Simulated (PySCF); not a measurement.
How well do the runs reproduce experiment for formaldehyde?

**Measured values to compare with.**

NIST CCCBDB Release 22 (SRD 101), experimental dipoles lists, for the gas: dipole moment (microwave Stark effect, vibrational ground state) 2.332 D.

How close the calculation comes is told at the end.

Species: formaldehyde, CH2O.
Atom-mapped SMILES: `[CH2:1]=[O:2]` (hydrogens: H3, H4 on C1)

Cartesian coordinates in Å at the B3LYP/def2-TZVP level; atoms count from 1:
```
atom  x, y, z in Å
C1     0.012    0.001   -0.012
O2     1.192   -0.209   -0.021
H3    -0.733   -0.818   -0.002
H4    -0.400    1.029   -0.011
```

The PySCF runs (gas phase, on this B3LYP/def2-TZVP geometry; no spin–orbit coupling):

| level | job | basis functions | wall time |
| --- | --- | --- | --- |
| B3LYP/def2-TZVP, grid level 1 | geometry optimisation from a GFN2-xTB start | 74 | 1.9 s |

Hardware: an Arm Neoverse V2 with one thread, on a shared host.

**Comparison with experiment**

**Dipole moment.** Measured: 2.332 D (NIST CCCBDB Release 22 (SRD 101), experimental dipoles).

| level | computed (D) | computed − measured (D) | % (from the printed values) |
| --- | --- | --- | --- |
| B3LYP/def2-TZVP | 2.332 | 0.000 | 0 |

The computed dipoles belong to one fixed geometry; measured ones are averaged over vibrations unless marked μe. Magnitudes are compared, not signs.

No measured geometry was used, and the causes of the misses weren't examined.
